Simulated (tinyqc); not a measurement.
Worked calculation: Born-Oppenheimer dynamics on the RHF/sto-3g surface (energies and gradients from PySCF), for LiH, spin multiplicity 1. Computed by tinyqc, a small Python program that keeps every step (integrals from PySCF). Settings: charge = 0, multiplicity = 1, basis = sto-3g, time step (fs) = 2.0, steps = 16. Command: `OMP_NUM_THREADS=1 python tinyqc.py 24472 24473 out.jsonl` (the two numbers bound the seeds that draw the settings). One thread of a shared host (Intel(R) Xeon(R) Processor @ 2.60GHz), about 0.9 s of CPU time with the checks.

## Velocity Verlet step 1

positions (bohr), order 1Li, 2H:
$$\begin{pmatrix}
0.000000 & 0.000000 & 0.000000 \\
0.000000 & 0.000000 & 2.711757
\end{pmatrix}$$

velocities (bohr per atomic time unit), order 1Li, 2H:
$$\begin{pmatrix}
-0.000003894 & -0.000011807 & -0.000005527 \\
0.000027106 & 0.000082193 & 0.000038473
\end{pmatrix}$$

gradient (hartree/bohr), order 1Li, 2H:
$$\begin{pmatrix}
0.00000000 & 0.00000000 & 0.01861501 \\
0.00000000 & 0.00000000 & -0.01861501
\end{pmatrix}$$

masses (electron masses): 1Li 12789.392909, 2H 1837.152588

gradient after step 1 (hartree/bohr), order 1Li, 2H:
$$\begin{pmatrix}
0.00001168 & 0.00003543 & 0.01255739 \\
-0.00001168 & -0.00003543 & -0.01255739
\end{pmatrix}$$

dt = 2 fs = 82.6827 atomic units; x' = x + v dt - g dt^2 / (2m); after the new gradient g', v' = v - (g + g') dt / (2m).

positions after step 1 (bohr), order 1Li, 2H:
$$\begin{pmatrix}
-0.000322 & -0.000976 & -0.005432 \\
0.002241 & 0.006796 & 2.749573
\end{pmatrix}$$

velocities after step 1 (bohr per atomic time unit), order 1Li, 2H:
$$\begin{pmatrix}
-0.000003931 & -0.000011921 & -0.000106291 \\
0.000027369 & 0.000082990 & 0.000739945
\end{pmatrix}$$

## Velocity Verlet step 2

gradient after step 2 (hartree/bohr), order 1Li, 2H:
$$\begin{pmatrix}
0.00000069 & 0.00000210 & 0.00038170 \\
-0.00000069 & -0.00000210 & -0.00038170
\end{pmatrix}$$

As before.

positions after step 2 (bohr), order 1Li, 2H:
$$\begin{pmatrix}
-0.000650 & -0.001971 & -0.017577 \\
0.004526 & 0.013724 & 2.834118
\end{pmatrix}$$

velocities after step 2 (bohr per atomic time unit), order 1Li, 2H:
$$\begin{pmatrix}
-0.000003971 & -0.000012043 & -0.000148116 \\
0.000027648 & 0.000083835 & 0.001031113
\end{pmatrix}$$

## Energy conservation

The total energy should stay constant up to terms of order dt^2; the step counts as short enough if it moves by less than 2 % of the largest kinetic energy.

Trajectory:
```
time (fs)  1Li-2H (angstrom)  potential (hartree)  kinetic (hartree)  total (hartree)
0.000000            1.435000          -7.86209743         0.00000942      -7.86208801
2.000000            1.457893          -7.86277026         0.00058320      -7.86218705
4.000000            1.509077          -7.86338150         0.00112510      -7.86225641
6.000000            1.561133          -7.86288126         0.00069415      -7.86218711
8.000000            1.590037          -7.86217372         0.00006094      -7.86211278
10.000000           1.583934          -7.86234687         0.00021690      -7.86212996
12.000000           1.545245          -7.86314406         0.00092528      -7.86221878
14.000000           1.490357          -7.86329358         0.00104248      -7.86225110
16.000000           1.445901          -7.86245052         0.00030894      -7.86214158
18.000000           1.436771          -7.86215892         0.00006136      -7.86209756
20.000000           1.468487          -7.86299480         0.00077808      -7.86221672
22.000000           1.522482          -7.86335418         0.00110523      -7.86224895
24.000000           1.570812          -7.86267650         0.00051216      -7.86216434
26.000000           1.591910          -7.86211813         0.00001076      -7.86210737
28.000000           1.577266          -7.86252175         0.00037385      -7.86214790
30.000000           1.532731          -7.86328451         0.00104666      -7.86223785
32.000000           1.477702          -7.86314724         0.00091191      -7.86223533
```

The total energy moves within 1.7e-04 hartree; that is over 2 % of the largest kinetic energy, so the time step is too long.
